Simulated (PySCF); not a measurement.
Task: What does the PBE0-D3(BJ)/def2-SVP structure of `F[C@@H]1C=C[C@H]1F` look like in three dimensions?

Result: 
```
atom  x, y, z in Å
F1    -0.381   -1.691    1.163
C2    -0.117   -0.935    0.059
C3     1.129   -0.093    0.083
C4     0.473    1.042   -0.203
C5    -0.884    0.407   -0.067
F6    -1.740    0.529   -1.123
H7    -0.241   -1.560   -0.842
H8     2.178   -0.346    0.256
H9     0.782    2.063   -0.434
H10   -1.424    0.654    0.862
```

Orientation and origin are arbitrary. Atoms count from 1 in this order. The 4 C–C bonds span 1.342 Å (C3=C4, drawn double) to 1.550 Å (C2–C5, drawn single), a spread of 0.208 Å. The 4-membered ring C2–C3–C4–C5 has internal angles of 85.8° to 93.7° (sum 359°, against 360° for a flat polygon); it is slightly puckered (a soft mode that the optimisation may not have finished), 0.05 Å rms from its mean plane, widest ring torsion 8°.

Bonds between heavy atoms (Å): F1–C2 1.365, C2–C3 1.504, C3=C4 1.342, C4–C5 1.504, C5–F6 1.365, C2–C5 1.550.

Method: PBE0-D3(BJ)/def2-SVP geometry optimisation, gas phase (PySCF 2.14.0).

Point group: C2 (tolerance 0.08 Å). Stationary, but not proved a minimum.
